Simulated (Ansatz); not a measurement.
Process, species as SMILES: P#P (P2) → P2+ (doublet, bonded as P#P) + e-
B3LYP-D3(BJ)/def2-TZVP geometries, fixed; electronic energies without zero-point terms.

Core correlation in the adiabatic ionisation energy at MP2 with Ansatz (an electronic-structure program), in eV: frozen core against 1s of Al to Cl frozen alone. The T1 diagnostic of CCSD is high for at least one species. A restricted Hartree-Fock determinant is unstable towards unrestricted orbitals. An unrestricted Hartree-Fock determinant is markedly spin-contaminated. Open shells are unrestricted.

| basis | functions, most | frozen core | 1s of Al to Cl frozen alone | core term (second minus first) |
|---|---|---|---|---|
| cc-pV(T+d)Z | 78 | 11.094 | 11.109 | 0.015 |
| cc-pwCVTZ | 118 | 11.102 | 11.121 | 0.019 |
| cc-pCVTZ | 118 | 11.098 | 11.115 | 0.017 |
| cc-pV(Q+d)Z | 128 | 11.212 | 11.218 | 0.006 |
| cc-pCVQZ | 218 | 11.212 | 11.235 | 0.023 |
| cc-pwCVQZ | 218 | 11.215 | 11.239 | 0.024 |

The largest core-valence set, cc-pwCVQZ, gives a core term of 0.024 eV; the valence set cc-pV(Q+d)Z, which lacks functions for the core, gives 0.006.
